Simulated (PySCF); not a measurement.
**H3Si, SMILES `[SiH3]` (charge 0, multiplicity 2)**

Calculation: PBE-D3(BJ)/def2-TZVP run with PySCF 2.14.0.

```json
{
  "highest_occupied_spin_orbital": "-5.32 eV",
  "dipole_moment": "0.03 D",
  "total_energy": "-291.0778 Ha",
  "cost": "very roughly 40 core-seconds"
}
```

```xyz
4

Si     0.0010     0.0001     0.3400
H     -0.6719     1.2569    -0.1118
H      1.4240    -0.0469    -0.1175
H     -0.7531    -1.2101    -0.1107
```
Charge 0, spin multiplicity 2.
